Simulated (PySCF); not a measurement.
Isomers of C4H12Si, one conformer each. Method used: core-valence-separated Tamm–Dancoff BHandHLYP/aug-pcX-1 (pcseg-1 on H, def2-SVPD on Si) in PySCF, non-relativistic, gas phase, PBE0-D3(BJ)/def2-SVP geometry. Absolute energies from this functional tend to lie a few eV below measured edges; no shift was applied.

P. `C[Si](C)(C)C`
Q. `[SiH2](C)CCC`

Main lines, eV (oscillator strength):
1. C K: 285.2 (0.009), 285.2 (0.014), 285.7 (0.014), 285.7 (0.027), 285.8 (0.030)
2. C K: 285.7 (0.243)
Listed: the first five lines at most of each edge with a tenth or more of its strongest line's intensity; roots within 0.03 eV on the same or equivalent atoms are summed. Only the lowest roots were sought, and the top ones are left out.

Problem. Which spectrum belongs to which isomer?

Solution. 1 = Q, 2 = P.
- P: first C line listed at 285.7 eV, hole on the Si-methyl carbon.
- Q: first C line listed at 285.2 eV, hole on the methyl carbon.

Problem. What are the ground-state energies of the isomers at BHandHLYP/aug-pcX-1 (pcseg-1 on H, def2-SVPD on Si), relative to the lowest?

Solution. P 0.0, Q 82.6 kJ/mol (electronic energies on these geometries, no dispersion or zero-point terms).
